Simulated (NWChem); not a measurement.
# Correlation energy of methane (CH4)

SMILES: C
```xyz
5

C      0.0000     0.0000     0.0000
H      0.0000     0.8966     0.6340
H      0.0000    -0.8966     0.6340
H     -0.8966     0.0000    -0.6340
H      0.8966     0.0000    -0.6340
```
Charge 0, spin multiplicity 1.

The numbers come from NWChem runs, not from measurements. The geometry was optimised at PBE0/def2-SVP, a minimum by its harmonic frequencies.

Basis set: cc-pVDZ. Each correlation energy counts from its own Hartree-Fock reference.

| method | correlation energy (mHa) | difference from CCSD(T) |
|---|---|---|
| RI-MP2 | -161.6 | +27.4 |
| MP2 | -161.6 | +27.4 |
| SCS-MP2 | -167.7 | +21.3 |
| CR-CCSD[T] | -188.6 | +0.4 |
| CR-CCSD(T) | -188.5 | +0.5 |
| CCSD | -185.2 | +3.8 |
| CCSD+T(CCSD) | -189.1 | -0.1 |
| CCSD(T) | -189.0 | 0.0 |
| CCSDT | -189.4 | -0.4 |

The values span 27.8 mHa, from CCSDT (lowest) to RI-MP2 (highest). 

The correlated methods keep 1 core orbital frozen. No row is a measurement; the coupled-cluster row has its own basis-set and correlation limits.
